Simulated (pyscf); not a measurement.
PySCF, gas phase, ωB97X-D3(BJ)/def2-SVP geometries.

Q: B–OH [singlet] + H₂O → HO–BH–OH
Surface: singlet. Broken: H–O. Formed: B–H, B–O. Give ΔE‡ and ΔE from PBE0-D3(BJ)/def2-TZVP, relative to the separated reactants.

A: ΔE‡ = 0.51 eV, ΔE = -4.12 eV. CCSD(T)/def2-TZVPP + ΔMP2(QZVPP) gives 0.89 eV and -3.80 eV. Zero-point energy shifts the barrier by +0.03 eV. It is an insertion, with an imaginary mode of 1435i cm⁻¹. On the reactant side the descent ends in a bound adduct, 0.48 eV under the separated species and 1.21 eV under the saddle at ωB97X-D3(BJ)/def2-TZVP. At ωB97X-D3(BJ) the barrier from the zero used here is 0.73 eV. B–OH [singlet] lies 1.93 eV over its isomer HB=O (electronic energy, ωB97M-D3(BJ)). This is the saddle that the search found; another between the same sides may lie lower. The CCSD(T) − MP2 part came from Ansatz, without density fitting, on the same reference.
